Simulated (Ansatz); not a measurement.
**C3H4F2: basis-set convergence**

One table from this session's results is given with a row withheld; the runs are named, their logs left out.

Computed with Ansatz 0.2.0, Gaussian basis. Level: one geometry, several basis sets.

The runs, in order: PBE0-D4/def2-SVP; ωB97M-V/def2-SVP; PBE0-D4/def2-QZVPP; ωB97M-V/def2-QZVPP; the functionals' def2-TZVPP values are taken from earlier runs.

## The geometry

An earlier PBE0-D4 in a triple-zeta def2 set relaxation fixed the geometry.

SMILES `C=C(F)CF`, 9 atoms, charge 0, spin multiplicity 1.

Atoms are counted from 1 here; the program's logs count them from 0.

Bond lengths: C1–C2 1.316 Å, C1–H6 1.080 Å, C1–H7 1.081 Å, C2–F3 1.343 Å, C2–C4 1.490 Å, C4–F5 1.370 Å, C4–H8 1.096 Å, C4–H9 1.096 Å. Angles: C2–C1–H6 119.3°, C2–C1–H7 120.9°, H6–C1–H7 119.8°, C1–C2–F3 121.8°, C1–C2–C4 128.2°, F3–C2–C4 109.9°, C2–C4–F5 110.9°, C2–C4–H8 109.8°, C2–C4–H9 109.8°, F5–C4–H8 108.9°, F5–C4–H9 108.9°, H8–C4–H9 108.4°.

The first run:

File in.yaml:

```yaml
crystal:
  periodic: [false, false, false]
  atoms:
    - {symbol: C, position_ang: [0.813565, -0.432885, -1.077023]}
    - {symbol: C, position_ang: [0.485508, -0.132129, 0.161590]}
    - {symbol: F, position_ang: [1.358860, -0.252815, 1.174739]}
    - {symbol: C, position_ang: [-0.821197, 0.368426, 0.674052]}
    - {symbol: F, position_ang: [-1.728272, 0.498341, -0.344615]}
    - {symbol: H, position_ang: [0.078346, -0.320205, -1.860129]}
    - {symbol: H, position_ang: [1.805521, -0.789477, -1.318173]}
    - {symbol: H, position_ang: [-1.220392, -0.329368, 1.418669]}
    - {symbol: H, position_ang: [-0.683339, 1.343914, 1.153789]}
basis:
  gaussian: {orbitals: def2-SVP}
hamiltonian: {xc: pbe0, dispersion: d4}
output: {orbitals: {seedname: orbitals}}
```

Among the steps run: PBE0-D4 in def2-SVP; ωB97M-V in def2-SVP; PBE0-D4 in def2-QZVPP; ωB97M-V in def2-QZVPP.

One table of the session follows, with a row left open; its other results are not shown here.

It belongs to the step «Density functionals: the series». 

| functional | basis | HOMO (eV) | LUMO (eV) |
| --- | --- | --- | --- |
| PBE0-D4 | def2-SVP | -7.59 | 0.46 |
| PBE0-D4 | def2-TZVPP | ? | ? |
| PBE0-D4 | def2-QZVPP | -7.71 | 0.13 |
| ωB97M-V | def2-SVP | -9.85 | 2.70 |
| ωB97M-V | def2-TZVPP | -9.96 | 2.38 |
| ωB97M-V | def2-QZVPP | -9.99 | 2.03 |

**Question.** Estimate the row for PBE0-D4, def2-TZVPP.

As computed: HOMO (eV): -7.68; LUMO (eV): 0.24. In the column «HOMO (eV)» it lies between PBE0-D4, def2-QZVPP (-7.71) and PBE0-D4, def2-SVP (-7.59).
